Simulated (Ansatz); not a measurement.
A run of Ansatz (development build ahead of 0.2.0) on doublet H₅O₃ at this shape:

```
atom    x (Å)    y (Å)    z (Å)
   O   0.0500  -0.0100   0.0383
   H   0.9698  -0.0882   0.1228
   O   2.9485   0.0126   0.0131
   H   3.0214   0.8401  -0.4474
   H   3.4524  -0.5384  -0.5877
   O  -1.2841   2.6742   0.3619
   H  -0.7166   1.8861   0.2754
   H  -1.9069   2.5883  -0.3614
```

Its results:

```json
{
 "Converged": "yes",
 "Total energy": "-228.16042 hartree",
 "Spin squared of the determinant": "0.752",
 "Stability test": "minimum"
}
```

Forces (eV/Å):
```tsv
atom	Fx	Fy	Fz
O1	-3.293	0.363	-0.314
H2	3.450	-0.335	0.312
O3	-0.205	-0.361	0.108
H4	-0.084	1.053	-0.110
H5	0.114	-0.630	0.004
O6	0.443	-0.131	0.155
H7	-0.335	0.158	-0.020
H8	-0.090	-0.117	-0.137
```

Problem. Which input gives this output? Name the method, the orbitals and the basis set, and write the input.

Solution. PBE0 (unrestricted) in def2-SVP.

```yaml
crystal:
  periodic: [false, false, false]
  atoms:
    - { symbol: O, position_ang: [0.05003, -0.01004, 0.03831] }
    - { symbol: H, position_ang: [0.96975, -0.08816, 0.12284] }
    - { symbol: O, position_ang: [2.94851, 0.01264, 0.01306] }
    - { symbol: H, position_ang: [3.02139, 0.84007, -0.44741] }
    - { symbol: H, position_ang: [3.45243, -0.53836, -0.58774] }
    - { symbol: O, position_ang: [-1.28406, 2.67422, 0.36194] }
    - { symbol: H, position_ang: [-0.7166, 1.88613, 0.27538] }
    - { symbol: H, position_ang: [-1.90689, 2.5883, -0.36145] }
basis:
  gaussian: { orbitals: def2-SVP }
magnetization:
  spin_polarized: true
  initial_magnetization: 1
hamiltonian:
  xc: pbe0
output:
  forces: true
```
